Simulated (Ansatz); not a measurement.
Basis-set extrapolation for `NC(O)(O)F` (PBE0-D4/def2-TZVP geometry, frozen core, the Gaussian-basis code of Ansatz). Multiplicity 1, RHF reference.

```tsv
	def2-TZVPP	def2-QZVPP
HF	-343.986190	-344.001563
MP2 correlation	-1.102771	-1.192935
CCSD(T) correlation	-1.156812	not run
```

Energies in hartree. Use E(X) = E(∞) + A·exp(−7.88·√X) for Hartree–Fock and E(X) = E(∞) + B·X^(−2.97) for correlation, with X = 3 and 4, and add CCSD(T) minus MP2 of the smaller set to the MP2 limit.

What is the CCSD(T) energy at the basis-set limit?

HF limit: -344.001563 + (-0.015373) × 0.13774 = -344.00368. MP2 limit: -1.192935 + (-0.090164) × 0.74074 = -1.25972. Higher-order term: -1.156812 − (-1.102771) = -0.05404. Total: -345.31744 hartree, 4.75 eV below CCSD(T)/def2-TZVPP.
